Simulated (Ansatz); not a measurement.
Nudged elastic band run: BH6NO

Input file:

```yaml
crystal:
  periodic: [false, false, false]
  atoms:
    - { symbol: B, position_ang: [0.182629, -0.69867, 0.245715] }
    - { symbol: "N", position_ang: [0.060445, -0.167259, 1.547223] }
    - { symbol: H, position_ang: [-0.837653, -0.023896, 2.002889] }
    - { symbol: H, position_ang: [0.868909, 0.052609, 2.130643] }
    - { symbol: O, position_ang: [1.443902, -0.903062, -0.27034] }
    - { symbol: H, position_ang: [1.404284, -1.257759, -1.172695] }
    - { symbol: H, position_ang: [-0.828979, -0.962951, -0.388727] }
    - { symbol: H, position_ang: [-0.546934, 3.158083, 1.166848] }
    - { symbol: H, position_ang: [-0.374904, 2.406506, 1.168944] }
basis:
  gaussian: { orbitals: def2-SVP }
hamiltonian:
  xc: pbe
  dispersion: d4
neb:
  order_check: false
  images: 7
  f_tol: 0.05
  max_iterations: 60
  final_atoms:
    - { symbol: B, position_ang: [0.16086392, 0.38460818, 0.00588008] }
    - { symbol: "N", position_ang: [-0.12183227, 0.34331678, 1.68772051] }
    - { symbol: H, position_ang: [-0.37710595, -0.59662837, 2.02568895] }
    - { symbol: H, position_ang: [0.74579079, 0.61705468, 2.17219945] }
    - { symbol: O, position_ang: [1.31577455, -0.43739703, -0.21693471] }
    - { symbol: H, position_ang: [1.0542261, -1.2924273, -0.59206151] }
    - { symbol: H, position_ang: [-0.91933801, -0.00833353, -0.4634575] }
    - { symbol: H, position_ang: [0.37902431, 1.5931552, -0.15286346] }
    - { symbol: H, position_ang: [-0.86570443, 1.00025239, 1.9643282] }
  initial_path:
    images:
      - { positions_ang: [[0.182629, -0.69867, 0.245715], [0.060445, -0.167259, 1.547223], [-0.837653, -0.023896, 2.002889], [0.868909, 0.052609, 2.130643], [1.443902, -0.903062, -0.27034], [1.404284, -1.257759, -1.172695], [-0.828979, -0.962951, -0.388727], [-0.546934, 3.158083, 1.166848], [-0.374904, 2.406506, 1.168944]] }
      - { positions_ang: [[0.13619693, -0.54486754, 0.19100125], [0.04278243, -0.08656725, 1.63835696], [-0.85264535, -0.02258709, 2.11835191], [0.86999363, 0.15520562, 2.2005703], [1.38791886, -0.73013696, -0.36849547], [1.42543954, -1.23939969, -1.05320545], [-0.87943683, -0.75350993, -0.43441806], [-0.44647443, 2.71142634, 0.95399442], [-0.31207578, 2.11403751, 1.18434415]] }
      - { positions_ang: [[0.08976485, -0.39106509, 0.13628749], [0.02511987, -0.0058755, 1.72949092], [-0.86763771, -0.02127819, 2.23381482], [0.87107825, 0.25780224, 2.27049761], [1.33193572, -0.55721191, -0.46665095], [1.44659508, -1.22104039, -0.9337159], [-0.92989466, -0.54406887, -0.48010912], [-0.34601485, 2.26476968, 0.74114084], [-0.24924756, 1.82156902, 1.1997443]] }
      - { positions_ang: [[0.04333278, -0.23726263, 0.08157374], [0.0074573, 0.07481626, 1.82062488], [-0.88263006, -0.01996928, 2.34927773], [0.87216288, 0.36039886, 2.34042491], [1.27595259, -0.38428687, -0.56480642], [1.46775062, -1.20268108, -0.81422635], [-0.98035249, -0.3346278, -0.52580019], [-0.24555528, 1.81811302, 0.52828725], [-0.18641934, 1.52910052, 1.21514445]] }
      - { positions_ang: [[-0.00309929, -0.08346018, 0.02685999], [-0.01020526, 0.15550801, 1.91175885], [-0.89762242, -0.01866037, 2.46474063], [0.87324751, 0.46299548, 2.41035221], [1.21996945, -0.21136183, -0.6629619], [1.48890615, -1.18432178, -0.6947368], [-1.03081031, -0.12518674, -0.57149125], [-0.14509571, 1.37145636, 0.31543367], [-0.12359112, 1.23663203, 1.2305446]] }
      - { positions_ang: [[0.03789151, 0.03355691, 0.02161501], [-0.03811201, 0.2024602, 1.85574926], [-0.7674933, -0.16315237, 2.35497771], [0.84138333, 0.50151028, 2.35081402], [1.24392072, -0.26787063, -0.5514551], [1.38023614, -1.21134816, -0.66906798], [-1.00294224, -0.09597343, -0.54448281], [-0.0140657, 1.42688107, 0.19835939], [-0.30911945, 1.17753712, 1.4139905]] }
      - { positions_ang: [[0.07888231, 0.150574, 0.01637003], [-0.06601877, 0.24941239, 1.79973968], [-0.63736418, -0.30764437, 2.24521479], [0.80951915, 0.54002508, 2.29127583], [1.267872, -0.32437943, -0.4399483], [1.27156613, -1.23837454, -0.64339916], [-0.97507416, -0.06676013, -0.51747438], [0.1169643, 1.48230578, 0.08128511], [-0.49464777, 1.11844221, 1.5974364]] }
      - { positions_ang: [[0.11987311, 0.26759109, 0.01112505], [-0.09392552, 0.29636458, 1.74373009], [-0.50723507, -0.45213637, 2.13545187], [0.77765497, 0.57853988, 2.23173764], [1.29182327, -0.38088823, -0.3284415], [1.16289611, -1.26540092, -0.61773033], [-0.94720609, -0.03754683, -0.49046594], [0.2479943, 1.53773049, -0.03578918], [-0.6801761, 1.0593473, 1.7808823]] }
      - { positions_ang: [[0.16086392, 0.38460818, 0.00588008], [-0.12183227, 0.34331678, 1.68772051], [-0.37710595, -0.59662837, 2.02568895], [0.74579079, 0.61705468, 2.17219945], [1.31577455, -0.43739703, -0.21693471], [1.0542261, -1.2924273, -0.59206151], [-0.91933801, -0.00833353, -0.4634575], [0.37902431, 1.5931552, -0.15286346], [-0.86570443, 1.00025239, 1.9643282]] }
```

Command:

```bash
$ ansatz run input.yaml --threads 2 --pin off --max-ram 3072MiB --backend cpu --events-out ev --progress --plain --runs-dir out
```

Output, in part (warnings, iteration lines, the closing report on the highest movable image, with atoms numbered from 0):

```
NEB end point (image 0): max|allowed force component| = 1.131e-2 eV/Å (the criterion of neb.relax_end_points is 1.000e-2)
NEB end point (image 8): max|allowed force component| = 1.665e-2 eV/Å (the criterion of neb.relax_end_points is 1.000e-2)
NEB iter   1: max|band force component| = 1.114e1 eV/Å  barrier→ = 3.4549 eV  barrier← = 2.9838 eV  Δτ_max = 0.2000 Å  (226 SCF iters)
NEB iter   2: max|band force component| = 2.610e0 eV/Å  barrier→ = 2.4997 eV  barrier← = 2.0286 eV  Δτ_max = 0.2000 Å  (222 SCF iters)
NEB iter   3: max|band force component| = 6.679e0 eV/Å  barrier→ = 2.3437 eV  barrier← = 1.8726 eV  Δτ_max = 0.0997 Å  (209 SCF iters)
NEB iter   4: max|band force component| = 2.271e0 eV/Å  barrier→ = 1.9988 eV  barrier← = 1.5276 eV  Δτ_max = 0.1953 Å  (192 SCF iters)
NEB iter   5: max|band force component| = 1.455e0 eV/Å  barrier→ = 1.4314 eV  barrier← = 0.9603 eV  Δτ_max = 0.1946 Å  (194 SCF iters)
NEB iter   6: max|band force component| = 1.826e0 eV/Å  barrier→ = 1.6615 eV  barrier← = 1.1903 eV  Δτ_max = 0.1004 Å  (210 SCF iters)
NEB iter   7: max|band force component| = 6.187e-1 eV/Å  barrier→ = 1.7443 eV  barrier← = 1.2732 eV  Δτ_max = 0.1942 Å  (193 SCF iters)
NEB iter   8: max|band force component| = 1.203e0 eV/Å  barrier→ = 1.9169 eV  barrier← = 1.4457 eV  Δτ_max = 0.1011 Å  (200 SCF iters)
NEB iter   9: max|band force component| = 1.362e0 eV/Å  barrier→ = 1.8955 eV  barrier← = 1.4244 eV  Δτ_max = 0.0501 Å  (191 SCF iters)
NEB iter  10: max|band force component| = 6.855e-1 eV/Å  barrier→ = 1.7937 eV  barrier← = 1.3226 eV  CI = image 4  Δτ_max = 0.0998 Å  (189 SCF iters)
NEB iter  11: max|band force component| = 2.250e-1 eV/Å  barrier→ = 1.8167 eV  barrier← = 1.3456 eV  CI = image 4  Δτ_max = 0.1239 Å  (189 SCF iters)
NEB iter  12: max|band force component| = 2.087e-1 eV/Å  barrier→ = 1.7940 eV  barrier← = 1.3228 eV  CI = image 4  Δτ_max = 0.1867 Å  (192 SCF iters)
NEB iter  13: max|band force component| = 2.323e-1 eV/Å  barrier→ = 1.7390 eV  barrier← = 1.2678 eV  CI = image 4  Δτ_max = 0.0969 Å  (199 SCF iters)
NEB iter  14: max|band force component| = 2.291e-1 eV/Å  barrier→ = 1.7188 eV  barrier← = 1.2476 eV  CI = image 4  Δτ_max = 0.0966 Å  (191 SCF iters)
NEB iter  15: max|band force component| = 2.281e-1 eV/Å  barrier→ = 1.7055 eV  barrier← = 1.2343 eV  CI = image 4  Δτ_max = 0.0486 Å  (191 SCF iters)
NEB iter  16: max|band force component| = 1.389e-1 eV/Å  barrier→ = 1.6990 eV  barrier← = 1.2279 eV  CI = image 4  Δτ_max = 0.0490 Å  (196 SCF iters)
NEB iter  17: max|band force component| = 1.169e-1 eV/Å  barrier→ = 1.6973 eV  barrier← = 1.2261 eV  CI = image 4  Δτ_max = 0.0492 Å  (184 SCF iters)
NEB iter  18: max|band force component| = 1.403e-1 eV/Å  barrier→ = 1.6972 eV  barrier← = 1.2261 eV  CI = image 4  Δτ_max = 0.0493 Å  (183 SCF iters)
NEB iter  19: max|band force component| = 1.612e-1 eV/Å  barrier→ = 1.6968 eV  barrier← = 1.2257 eV  CI = image 4  Δτ_max = 0.0492 Å  (182 SCF iters)
NEB iter  20: max|band force component| = 1.597e-1 eV/Å  barrier→ = 1.6968 eV  barrier← = 1.2257 eV  CI = image 4  Δτ_max = 0.0492 Å  (170 SCF iters)
NEB iter  21: max|band force component| = 1.525e-1 eV/Å  barrier→ = 1.6968 eV  barrier← = 1.2257 eV  CI = image 4  Δτ_max = 0.0984 Å  (160 SCF iters)
NEB iter  22: max|band force component| = 1.778e-1 eV/Å  barrier→ = 1.6968 eV  barrier← = 1.2257 eV  CI = image 4  Δτ_max = 0.0491 Å  (153 SCF iters)
NEB iter  23: max|band force component| = 1.680e-1 eV/Å  barrier→ = 1.6968 eV  barrier← = 1.2257 eV  CI = image 4  Δτ_max = 0.0484 Å  (154 SCF iters)
NEB iter  24: max|band force component| = 1.947e-1 eV/Å  barrier→ = 1.6968 eV  barrier← = 1.2257 eV  CI = image 4  Δτ_max = 0.0247 Å  (150 SCF iters)
NEB iter  25: max|band force component| = 1.101e-1 eV/Å  barrier→ = 1.6968 eV  barrier← = 1.2257 eV  CI = image 4  Δτ_max = 0.0246 Å  (150 SCF iters)
NEB iter  26: max|band force component| = 7.131e-2 eV/Å  barrier→ = 1.6968 eV  barrier← = 1.2257 eV  CI = image 4  Δτ_max = 0.0494 Å  (148 SCF iters)
NEB iter  27: max|band force component| = 7.621e-2 eV/Å  barrier→ = 1.6968 eV  barrier← = 1.2257 eV  CI = image 4  Δτ_max = 0.0246 Å  (146 SCF iters)
NEB iter  28: max|band force component| = 5.650e-2 eV/Å  barrier→ = 1.6968 eV  barrier← = 1.2257 eV  CI = image 4  Δτ_max = 0.0246 Å  (137 SCF iters)
NEB iter  29: max|band force component| = 4.166e-2 eV/Å  barrier→ = 1.6968 eV  barrier← = 1.2257 eV  CI = image 4  Δτ_max = 0.0000 Å  (318 SCF iters)
Total energy: -4302.55078455 eV, -158.1158249585 hartree
Atom 0 at     0.040167     0.034726     0.280630 Å, force    -0.000147     0.000055    -0.000068 eV/Å
Atom 1 at    -0.074584     0.295578     1.831465 Å, force     0.000097     0.000047     0.000033 eV/Å
Atom 2 at    -0.800478    -0.197523     2.358299 Å, force    -0.000024     0.000017     0.000001 eV/Å
Atom 3 at     0.828515     0.277087     2.316655 Å, force    -0.000014    -0.000053     0.000030 eV/Å
Atom 4 at     1.284004    -0.492857    -0.090223 Å, force     0.000120    -0.000009     0.000064 eV/Å
Atom 5 at     1.287778    -0.763208    -1.023217 Å, force    -0.000023     0.000002    -0.000051 eV/Å
Atom 6 at    -1.011397    -0.351526    -0.220843 Å, force     0.000009    -0.000024    -0.000002 eV/Å
Atom 7 at    -0.023451     1.466767    -0.029638 Å, force     0.000003    -0.000025    -0.000000 eV/Å
Atom 8 at    -0.158855     1.334557     1.007372 Å, force    -0.000020    -0.000009    -0.000007 eV/Å
Dipole moment:    -0.047405    -0.074052     0.247612 e Å
```

It converged. Neighbouring images differ by up to 1.3 eV, so the band resolves the path poorly. A vibrational analysis at the climbing image gives one clearly imaginary mode, 1273i cm⁻¹: a first-order saddle point. The orbitals stay closed-shell, which can raise the energy where a bond breaks towards radicals; this wasn't checked here.

Final band (atoms are numbered from 1 in the order of the input):

| image | path coordinate (Å) | energy (eV) | H8–H9 (Å) | B1–H8 (Å) | N2–H9 (Å) |
| --- | --- | --- | --- | --- | --- |
| 0 | 0.00 | 0.00 | 0.77 | 4.03 | 2.64 |
| 1 | 0.86 | 0.01 | 0.77 | 3.63 | 2.65 |
| 2 | 1.72 | 0.05 | 0.77 | 3.10 | 2.58 |
| 3 | 2.58 | 0.38 | 0.78 | 2.27 | 2.09 |
| 4 | 3.44 | 1.70 | 1.05 | 1.47 | 1.33 |
| 5 | 4.04 | 0.88 | 1.72 | 1.28 | 1.04 |
| 6 | 4.64 | 0.55 | 2.29 | 1.25 | 1.03 |
| 7 | 5.24 | 0.49 | 2.39 | 1.24 | 1.03 |
| 8 | 5.84 | 0.47 | 2.53 | 1.24 | 1.03 |

The run took 2.8 min on 2 threads of Arm Neoverse V1, on a shared host, peak memory 0.14 GiB.
